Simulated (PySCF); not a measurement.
Gas-phase reaction: SiH₂Cl₂ ⇌ SiH₂Cl + Cl

Method: PySCF energies plus ideal-gas RRHO corrections (1 bar). † marks an energy on the PBE0/def2-TZVP geometry and frequencies. MP2 freezes the core. Open shells (unrestricted): SiH₂Cl (multiplicity 2), Cl (multiplicity 2, electronic degeneracy 6); the rest are closed-shell singlets. Spin-orbit splitting is ignored; it lowers the true energy and changes the entropy of Cl. SiH₂Cl: computed as isolated molecules; such fragments, hydroxides, amides, oligomers or adducts are transient or little studied in the gas. MP2 isn't extrapolated to the basis-set limit; its ΔH°(298 K) is 437.8 kJ in def2-SVP and 473.6 kJ in def2-TZVPP. The harmonic model lacks anharmonicity and excited electronic states, which grow with temperature; levels with a mode under 35 cm⁻¹ are left out.

ΔH° and ΔS° at 298 K: MP2/def2-SVP† 438 kJ, 144 J/K; PBE/def2-TZVP† 451 kJ, 144 J/K; PBE0/def2-QZVP† 451 kJ, 144 J/K; PBE0/def2-SVP† 443 kJ, 144 J/K; LDA/def2-TZVP† 514 kJ, 144 J/K.

Question: With the heat capacities included, give log10 K (1 bar) at 800, 1200, 1400, 1800, 2500 K from MP2/def2-SVP†, PBE/def2-TZVP†, PBE0/def2-QZVP†, PBE0/def2-SVP†, LDA/def2-TZVP†.

Answer: 
```tsv
T (K)	MP2/def2-SVP†	PBE/def2-TZVP†	PBE0/def2-QZVP†	PBE0/def2-SVP†	LDA/def2-TZVP†
800	-21.0	-21.9	-21.9	-21.4	-26.0
1200	-11.5	-12.1	-12.1	-11.7	-14.8
1400	-8.8	-9.3	-9.3	-9.0	-11.6
1800	-5.2	-5.6	-5.6	-5.3	-7.4
2500	-1.7	-1.9	-1.9	-1.7	-3.2
```
